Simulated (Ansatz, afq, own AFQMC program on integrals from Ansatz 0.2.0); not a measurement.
# BNH$_{2}$, triplet → BNH2, singlet

```
atom   x (Å)    y (Å)    z (Å)
   B  0.0000   0.0000   0.8588
   N  0.0000   0.0000  -0.5086
   H  0.0000  -0.8409  -1.0720
   H  0.0000   0.8409  -1.0720
```

Connectivity, by distances: B–NH2.

E(singlet, charge +0) − E(triplet, charge +0) at this geometry, on UHF and RHF determinants.

Basis cc-pVDZ. Only valence electrons are correlated. AFQMC by an in-house program on the Cholesky factors that Ansatz 0.2.0 writes for its CCSD(T) run. ph-AFQMC/CISD is guided by a CISD state made of CCSD amplitudes; releasing the constraint for a short imaginary time cuts its bias at the price of noise, slowly where states lie close. Uncertainties: one standard error, sampling alone. The errors of all members are added in quadrature.

No full CI on the walks' own integrals is used here; CCSDT(Q) serves as the reference and is uncertain by about the last step of the cluster series. Each member takes its own surest rung, up to full CI.

The best estimate is CCSD(T) at the basis-set limit (CBS: def2-TZVPP and def2-QZVPP, with their diffuse functions for anions and beside diffuse sets, CCSD(T) itself extrapolated) plus the step from CCSD(T) to CCSDT(Q) in cc-pVDZ. Rows without CBS are in cc-pVDZ, the functionals in def2-TZVP; B2PLYP and the wave-function rows carry a basis error of their own. Core correlation and relativity beyond core potentials are missing, and ± holds the sampling alone.

Cautions: BNH₂ (triplet): another spin lies lower; BNH₂ (singlet): restricted determinant unstable towards unrestricted (UHF 52 meV lower, ⟨S²⟩ 0.27).

Best estimate: -199.9 kJ/mol.

| level | vertical spin gap (kJ/mol) | error against the best estimate (kJ/mol) |
| --- | --- | --- |
| HF | -108.1 | 91.8 |
| MP2 | -162.0 | 37.9 |
| CCSD | -185.4 | 14.5 |
| CCSD(T) | -188.0 | 11.8 |
| CCSDT | -188.1 | 11.8 |
| CCSDT(Q) | -188.3 | 11.5 |
| ph-AFQMC/CISD | -188.3 ± 1.6 | 11.6 ± 1.6 |
| released AFQMC | -186.8 ± 2.0 | 13.0 ± 2.0 |
| HF/CBS | -111.8 | 88.0 |
| MP2/CBS | -180.3 | 19.5 |
| CCSD(T)/CBS | -199.6 | 0.3 |
| PBE | -166.7 | 33.2 |
| r2SCAN | -145.0 | 54.8 |
| PBE0 | -163.8 | 36.0 |
| B3LYP | -188.2 | 11.7 |
| wB97M-V | -214.5 | -14.7 |
| B2PLYP | -189.7 | 10.2 |

Correlation beyond CCSD(T) takes off 0.3 kJ/mol. Going to the basis-set limit takes off 11.5 kJ/mol at CCSD(T). The perturbative (T) step is worth −2.7 kJ/mol. The functionals spread over 69.5 kJ/mol; B2PLYP and B3LYP come nearest and r2SCAN is 54.8 kJ/mol too high.

Best estimates are given only where the step beyond CCSD(T) is under 0.3 eV and no member's determinant is very poor (T1 over 0.05, or 0.07 for open shells, ⟨S²⟩ too high by 0.3, two states mixed), so the hardest cases are missing from such tables.

The functionals ran in a triple-zeta set and keep a basis error of their own, a few kJ/mol for each bond in atomization energies and more for double hybrids, so close places among them and the extrapolated levels can swap.

CCSDT and higher add their correlation energy to the determinant of the CCSD(T) run, since their own runs factorise the integrals more tightly (a shift of under 2 meV). Each member of a difference takes its own highest rung, so a best estimate needn't equal the limit plus the step of one row. A walk keeps the symmetry of its determinant, which the program's search chose and which needn't be the lowest solution, so a lower state of the same spin and another symmetry isn't excluded. Released energies are given only where the last usable release times agree within the noise; a slower fall can still hide under it.
